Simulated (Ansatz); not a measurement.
Start from `NC(O)(F)C=S` and change one atom or group to get `NC(O)(F)F`.

Ansatz, PBE0-D4/def2-TZVP geometries, multiplicity 1. Each molecule was computed in one conformer, which needn't be the lowest.

| property | `NC(O)(F)C=S` |
| --- | --- |
| LUMO energy (PBE0/def2-TZVPP) / eV | -2.60 |
| size of the dipole moment (B3LYP/def2-TZVPP) / D | 1.14 |
| HOMO energy (PBE0/def2-TZVPP) / eV | -6.78 |
| LUMO energy (PBE/def2-TZVPP) / eV | -3.51 |
| HOMO–LUMO gap (ωB97M-V/def2-TZVPP) / eV | 8.61 |
| HOMO–LUMO gap (B3LYP/def2-TZVPP) / eV | 3.75 |

(1) Give the same properties after the change, and the shifts. (An estimate is asked.)

Answers

(1) The calculation gave: 
```json
{"property": "LUMO energy (PBE0/def2-TZVPP) / eV", "`NC(O)(F)F`": "0.93", "shift": "3.53"}
{"property": "size of the dipole moment (B3LYP/def2-TZVPP) / D", "`NC(O)(F)F`": "1.93", "shift": "0.79"}
{"property": "HOMO energy (PBE0/def2-TZVPP) / eV", "`NC(O)(F)F`": "-8.51", "shift": "-1.73"}
{"property": "LUMO energy (PBE/def2-TZVPP) / eV", "`NC(O)(F)F`": "0.07", "shift": "3.58"}
{"property": "HOMO–LUMO gap (ωB97M-V/def2-TZVPP) / eV", "`NC(O)(F)F`": "13.28", "shift": "4.67"}
{"property": "HOMO–LUMO gap (B3LYP/def2-TZVPP) / eV", "`NC(O)(F)F`": "8.76", "shift": "5.01"}
```

With PBE0 the HOMO falls by 1.73 eV and the LUMO rises by 3.53 eV, so the gap widens by about 5.26 eV. PBE moves the HOMO by -1.37 eV and ωB97M-V by -1.96 eV. Dipoles are sizes alone; their direction can turn.

B3LYP here is the variant with VWN-RPA as its local correlation; programs differ in this.
